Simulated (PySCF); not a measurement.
# C3H6NO radical: open-shell or spin-flip excitations

Aim: compute the open-shell or spin-flip excitations of C3H6NO radical (`[O]NC1CC1`).

Computed with PySCF 2.14.0 and routines of our own; the level stands in each step. Atoms count from 0.

## 1. The starting structure

11 atoms, charge 0, multiplicity 2; geometry from: GFN2-xTB.

## 2. Open-shell or spin-flip excitations: unrestricted TDDFT B3LYP/def2-SVPD

Job settings and geometry (Å):

```
{"job": {"kind": "uabs", "xc": "B3LYP", "basis": "def2-SVPD", "nstates": 10, "tda": false}, "charge": 0, "multiplicity": 2}
O      2.256218    -1.418977     0.101382
N      1.295755    -0.713276    -0.352135
C      0.233815    -0.260629     0.444945
C     -0.376324     1.091456     0.169272
C     -1.146421    -0.149702    -0.154091
H      1.300035    -0.469387    -1.342820
H      0.343680    -0.594307     1.468544
H      0.028931     1.667230    -0.649031
H     -0.679531     1.687465     1.015059
H     -1.264103    -0.418334    -1.193158
H     -1.986629    -0.418868     0.466071
```

Method: unrestricted TDDFT B3LYP/def2-SVPD, vertical, gas phase, core orbitals frozen in the response.

The run is started by

```console
> OMP_NUM_THREADS=1 python excited_run.py task.json out
```

One launch serves the whole session: the jobs run in the order shown.

What it wrote:

```text
coarse grid: 9128 points
cycle   1  E = -247.4444299981  dE =  7.975e-01  |g| = 5.483e-01  |ddm| = 3.403e+00
cycle   2  E = -246.9709003892  dE =  4.735e-01  |g| = 1.217e+00  |ddm| = 2.884e+00
cycle   3  E = -247.5754825106  dE = -6.046e-01  |g| = 8.594e-02  |ddm| = 2.375e+00
cycle   4  E = -247.5773313528  dE = -1.849e-03  |g| = 7.302e-02  |ddm| = 1.837e-01
cycle   5  E = -247.5798646746  dE = -2.533e-03  |g| = 1.549e-02  |ddm| = 9.402e-02
cycle   6  E = -247.5799568191  dE = -9.214e-05  |g| = 7.845e-03  |ddm| = 2.210e-02
cycle   7  E = -247.5799862482  dE = -2.943e-05  |g| = 3.455e-03  |ddm| = 1.337e-02
cycle   8  E = -247.5799925532  dE = -6.305e-06  |g| = 3.902e-04  |ddm| = 7.062e-03
final grid: 88056 points
cycle   9  E = -247.6269337141  dE = -3.826e-05  |g| = 3.415e-03  |ddm| = 8.395e-02
cycle  10  E = -247.6269248491  dE =  8.865e-06  |g| = 5.840e-03  |ddm| = 1.024e-02
cycle  11  E = -247.6269391177  dE = -1.427e-05  |g| = 1.038e-03  |ddm| = 6.156e-03
cycle  12  E = -247.6269395765  dE = -4.588e-07  |g| = 1.882e-04  |ddm| = 1.189e-03
cycle  13  E = -247.6269395928  dE = -1.634e-08  |g| = 9.826e-05  |ddm| = 3.852e-04
cycle  14  E = -247.6269395976  dE = -4.762e-09  |g| = 4.978e-05  |ddm| = 1.667e-04
cycle  15  E = -247.6269395990  dE = -1.459e-09  |g| = 8.712e-06  |ddm| = 1.105e-04
cycle  16  E = -247.6269395991  dE = -6.298e-11  |g| = 3.459e-06  |ddm| = 2.924e-05
converged SCF energy = -247.6269395991

Static polarisability (au): isotropic 50.498, principal 42.866 43.018 65.611

<S^2> of the reference = 0.7548 (exact 0.7500)

Excitations
state   eV       nm        f      <S^2>   main configurations
  1   2.9422    421.4   0.00000   0.758   Hb->Lb 0.99
  2   4.6678    265.6   0.00262   0.804   Ha->La 0.89
  3   5.2656    235.5   0.00047   0.819   Ha->L+1a 0.91
  4   5.2945    234.2   0.16062   0.766   H-1b->Lb 0.92
  5   5.6809    218.2   0.00153   0.817   Ha->L+2a 0.96
  6   5.7564    215.4   0.00491   0.809   Ha->L+3a 0.93
  7   6.2756    197.6   0.00070   0.786   H-2b->Lb 0.96
  8   6.4435    192.4   0.00019   0.803   Ha->L+4a 0.94
  9   6.5860    188.3   0.00880   2.272   Hb->L+1b 0.80
 10   6.7671    183.2   0.00116   0.820   Ha->L+5a 0.95
```

Run time: 30 s. Hardware: 1 thread of Arm Neoverse V1, shared host.

In short:

```
quantity  value
    ⟨S²⟩  0.755
```

Löwdin spin populations:

```
atom  value (e)
  O0       0.52
  N1       0.40
  C2       0.00
  C3       0.04
  C4       0.03
  H5       0.01
  H6       0.00
  H7       0.00
  H8       0.00
  H9       0.00
 H10       0.00
```

With diffuse functions Löwdin's scheme smears the spin, so small populations can have the wrong sign.

## 3. Open-shell or spin-flip excitations: unrestricted TDDFT B3LYP/6-31G*

The job, as its differences from that of step 2:

```diff
@@ -1,2 +1,2 @@
-{"job": {"kind": "uabs", "xc": "B3LYP", "basis": "def2-SVPD", "nstates": 10, "tda": false}, "charge": 0, "multiplicity": 2}
+{"job": {"kind": "uabs", "xc": "B3LYP", "basis": "6-31G*", "nstates": 10, "tda": false}, "charge": 0, "multiplicity": 2}
 O      2.256218    -1.418977     0.101382
```

Method: unrestricted TDDFT B3LYP/6-31G*, vertical, gas phase, core orbitals frozen in the response.

What it wrote:

```text
coarse grid: 9128 points
cycle   1  E = -247.6665128626  dE =  8.625e-01  |g| = 5.834e-01  |ddm| = 2.248e+00
cycle   2  E = -247.2327229221  dE =  4.338e-01  |g| = 1.199e+00  |ddm| = 2.143e+00
cycle   3  E = -247.8138333606  dE = -5.811e-01  |g| = 9.436e-02  |ddm| = 1.710e+00
cycle   4  E = -247.8167555021  dE = -2.922e-03  |g| = 7.157e-02  |ddm| = 1.551e-01
cycle   5  E = -247.8190589075  dE = -2.303e-03  |g| = 1.643e-02  |ddm| = 6.997e-02
cycle   6  E = -247.8191506944  dE = -9.179e-05  |g| = 8.555e-03  |ddm| = 1.400e-02
cycle   7  E = -247.8191832813  dE = -3.259e-05  |g| = 2.869e-03  |ddm| = 1.214e-02
cycle   8  E = -247.8191873507  dE = -4.069e-06  |g| = 3.051e-04  |ddm| = 4.088e-03
final grid: 88056 points
cycle   9  E = -247.7773996652  dE = -1.753e-05  |g| = 3.847e-03  |ddm| = 1.106e-02
cycle  10  E = -247.7773924989  dE =  7.166e-06  |g| = 5.713e-03  |ddm| = 8.467e-03
cycle  11  E = -247.7774069084  dE = -1.441e-05  |g| = 1.211e-03  |ddm| = 5.492e-03
cycle  12  E = -247.7774074964  dE = -5.880e-07  |g| = 2.120e-04  |ddm| = 1.137e-03
cycle  13  E = -247.7774075131  dE = -1.675e-08  |g| = 1.023e-04  |ddm| = 2.073e-04
cycle  14  E = -247.7774075184  dE = -5.298e-09  |g| = 4.406e-05  |ddm| = 1.431e-04
cycle  15  E = -247.7774075196  dE = -1.157e-09  |g| = 6.289e-06  |ddm| = 7.189e-05
cycle  16  E = -247.7774075196  dE = -2.507e-11  |g| = 2.821e-06  |ddm| = 1.334e-05
converged SCF energy = -247.7774075196

Static polarisability (au): isotropic 40.821, principal 32.839 36.010 53.613

<S^2> of the reference = 0.7534 (exact 0.7500)

Excitations
state   eV       nm        f      <S^2>   main configurations
  1   2.9523    420.0   0.00000   0.755   Hb->Lb 0.99
  2   5.4856    226.0   0.00115   0.812   Ha->La 0.95
  3   5.5874    221.9   0.13638   0.767   H-1b->Lb 0.96
  4   6.0545    204.8   0.00041   0.836   Ha->L+1a 0.98
  5   6.5603    189.0   0.00027   0.791   H-2b->Lb 0.93
  6   6.8399    181.3   0.00324   0.835   Ha->L+2a 0.91
  7   7.3495    168.7   0.01619   1.438   Ha->L+3a 0.49, Hb->L+1b 0.26, Ha->L+4a 0.10
  8   7.4123    167.3   0.01713   2.161   Hb->L+1b 0.39, Ha->L+3a 0.26, H-1a->La 0.24
  9   7.7889    159.2   0.00522   0.915   Ha->L+4a 0.29, H-1a->La 0.21, Ha->L+3a 0.19, H-4b->Lb 0.11
 10   7.9310    156.3   0.00234   2.148   Hb->L+2b 0.90
```

It took 14 s on 1 thread of Arm Neoverse V1, shared host.

From this job:

```
quantity  value
    ⟨S²⟩  0.753
```

## 4. Results

| quantity | value |
| --- | --- |
| lowest and brightest state of nearly pure spin, of 10 (step 2, unrestricted TDDFT B3LYP/def2-SVPD) | 2.94 eV; 5.29 eV, f = 0.161 |
| lowest and brightest state of nearly pure spin, of 10 (step 3, unrestricted TDDFT B3LYP/6-31G*) | 2.95 eV; 5.59 eV, f = 0.136 |

**Reading.** States whose ⟨S²⟩ lies well above the reference's are mixtures of spin states, an artefact of the unrestricted response, and are left out of the summary. The lowest state of nearly pure spin runs from 2.94 to 2.95 eV over the runs.
